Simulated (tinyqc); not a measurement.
Stretching all distances: RHF, UHF, MP2, CISD and CCSD against full CI in the sto-6g basis, for H2O, spin multiplicity 1. Computed by the program tinyqc with PySCF. All coordinates are multiplied by the scale. c0^2 is the weight of the RHF determinant in the lowest singlet FCI state (UHF is spin-contaminated and may lie near states of higher spin) and n(LUMO) the first natural occupation beyond the occupied space.

Geometry (angstrom):
```
atom       x        y       z
O     0.0000   0.0000  0.0000
H     0.0000   0.7320  0.5400
H     0.0000  -0.7060  0.5210
```

Full CI energy (hartree) and errors against it (kcal/mol):
```
scale  distance 1-2 (angstrom)     E(FCI)      RHF     UHF     MP2    CISD    CCSD  <S^2> UHF   c0^2  n(LUMO)
0.930                    0.846  -75.64390   22.448  22.448   5.809   0.198   0.047      0.000  0.985    0.016
1.140                    1.037  -75.73373   36.415  36.415  10.810   0.666   0.101      0.000  0.965    0.037
1.340                    1.219  -75.69936   56.349  56.349  18.359   2.030   0.230      0.000  0.928    0.078
1.550                    1.410  -75.63122   85.350  68.311  29.485   5.633   0.488      0.825  0.861    0.157
1.750                    1.592  -75.56859  120.739  51.020  42.625  12.434   0.521      1.414  0.765    0.273
2.160                    1.965  -75.48951  210.465  15.310  70.809  36.038  -6.783      1.858  0.503    0.591
```

Estimate the missing row, scale = 1.96.

Computed row:
```
scale  distance 1-2 (angstrom)     E(FCI)      RHF     UHF     MP2    CISD    CCSD  <S^2> UHF   c0^2  n(LUMO)
1.960                    1.783  -75.51896  164.865  29.642  57.444  23.534  -1.286      1.715  0.636    0.432
```

UHF parts from RHF first at scale 1.55 of those listed, where <S^2> leaves zero. The weight c0^2 goes from 0.98 to 0.50 and n(LUMO) from 0.02 to 0.59: static correlation grows as the bonds break into open-shell fragments. The spread of the error along the curve, which distorts its shape, is CCSD 7.3, CISD 35.8, UHF 53.0, MP2 65.0, RHF 188.0 kcal/mol. Below FCI somewhere: CCSD, as non-variational methods may be.
